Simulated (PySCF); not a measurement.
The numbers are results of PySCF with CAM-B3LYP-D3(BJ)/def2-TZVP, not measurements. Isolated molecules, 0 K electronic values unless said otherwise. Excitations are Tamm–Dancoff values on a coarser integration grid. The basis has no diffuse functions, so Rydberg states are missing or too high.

Reference species (SMILES): `SC(F)(F)F` (neutral, multiplicity 1).

* **HOMO–LUMO gap**: 10.38 eV
* **HOMO**: -9.65 eV
* **S1 excitation (TDA)**: 5.77 eV
* **S1 oscillator strength**: 0.001

Changed species: `FC(F)(F)F` (0 of 4 F replaced by SH; the reference has 1 of 4 F replaced by SH).

Task: What does the change do to the HOMO–LUMO gap, HOMO, S1 excitation (TDA) and S1 oscillator strength?

Result: the HOMO–LUMO gap goes up by 7.30 eV, to 17.68 eV; the HOMO drops by 4.58 eV, to -14.23 eV; the S1 excitation (TDA) goes up by 7.77 eV, to 13.54 eV; the S1 oscillator strength stays essentially unchanged.
